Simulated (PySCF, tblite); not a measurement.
## hydrogen chloride and hydrogen cyanide

A gas-phase complex of hydrogen chloride and hydrogen cyanide; neutral, singlet. The structure comes from a short search (6 tight-binding starts) and was relaxed by PBE0-D3(BJ)/def2-TZVPD; another way of binding may lie lower. Frequencies by PBE0-D3(BJ)/def2-TZVPD show no clear imaginary mode.

| part | name | SMILES | atoms | charge | multiplicity |
| --- | --- | --- | --- | --- | --- |
| 1 | hydrogen chloride | Cl | 1–2 | 0 | 1 |
| 2 | hydrogen cyanide | C#N | 3–5 | 0 | 1 |

Coordinates in Å:
```
Cl1     0.476   -0.524   -0.192
H2     -0.286    0.433    0.229
C3     -2.157    2.741    1.260
N4     -1.472    1.907    0.883
H5     -2.798    3.522    1.613
```

```csv
contact,kind (by geometry),distance (Å),angle (°)
H2···N4,hydrogen bond,2.002,180
```

Interaction energies are complex less parts, with the parts frozen as they stand in it; counterpoise-corrected, in kcal/mol (PySCF). The CCSD(T) estimate is Hartree-Fock/aug-cc-pVQZ, plus the MP2 correlation part extrapolated as X⁻³ from aug-cc-pVTZ and aug-cc-pVQZ, plus CCSD(T) less MP2 in aug-cc-pVDZ; noble-gas cores are frozen. It isn't the exact limit.

Question: How strongly do the parts interact, level by level?

Answer: 
```csv
level,interaction,superposition error removed
Hartree-Fock/aug-cc-pVQZ,-2.57,-
wB97M-D3(BJ)/def2-TZVPD,-4.48,-0.10
PBE0-D3(BJ)/def2-TZVPD,-5.16,-0.12
MP2/aug-cc-pVQZ,-5.25,-0.33
"CCSD(T), estimated basis limit",-4.65,-
```

Question: What holds them together? Decompose the wB97M-D3(BJ)/def2-TZVPD energy: frozen parts, their antisymmetrised product, then relaxation.

Answer: electrostatic -7.8, Pauli repulsion +8.0, orbital relaxation -4.1, dispersion correction -0.7 kcal/mol, which sum to the value before the counterpoise correction; the Pauli term holds the exchange-correlation of the frozen density too. Of the attraction, 62 % is electrostatic, 32 % is orbital relaxation, 6 % is dispersion correction.

The parts were also relaxed and run alone, at the levels used for the complex: vibrations by PBE0-D3(BJ)/def2-TZVPD; shieldings by PBE0/pcSseg-2; core levels by delta-SCF with SCAN, pcX-2 on the ionised atom and pcseg-1 elsewhere, spin-free X2C (2p3/2 is the spin-free 2p value less a third of a first-order spin-orbit splitting).

Question: How do these values change when the complex forms?

Answer: 
```json
{"property": "Cl1–H2 bond (Å)", "alone": "1.279", "in the complex": "1.294", "change": "+0.015"}
{"property": "stretch carried by H2 (cm⁻¹, harmonic)", "alone": "2998", "in the complex": "2795", "change": "-202"}
{"property": "its infrared intensity (km/mol)", "alone": "47", "in the complex": "746", "change": ""}
{"property": "shielding of H2 (ppm)", "alone": "30.67", "in the complex": "27.59", "change": "-3.08"}
{"property": "shielding of N4 (ppm)", "alone": "-45.8", "in the complex": "-29.0", "change": "+16.8"}
{"property": "shielding of Cl1 (ppm)", "alone": "945.4", "in the complex": "954.0", "change": "+8.7"}
{"property": "Cl1 2p3/2 core level (eV)", "alone": "207.39", "in the complex": "206.10", "change": "-1.29"}
{"property": "N4 1s core level (eV)", "alone": "406.64", "in the complex": "407.21", "change": "+0.57"}
```

The core-hole state of N4 is spin-contaminated (⟨S²⟩ 0.83 against 0.75 for a pure doublet), so that value and differences from it are less sure.

Question: What are the binding energy from relaxed parts (wB97M-D3(BJ)/def2-TZVPD), and ΔH and ΔG of association at 298.15 K and 1 atm?

Answer: -4.40 kcal/mol, -3.04 with zero-point energy; ΔH -3.3 and ΔG +3.9 kcal/mol, from harmonic vibrations by PBE0-D3(BJ)/def2-TZVPD with low modes damped.
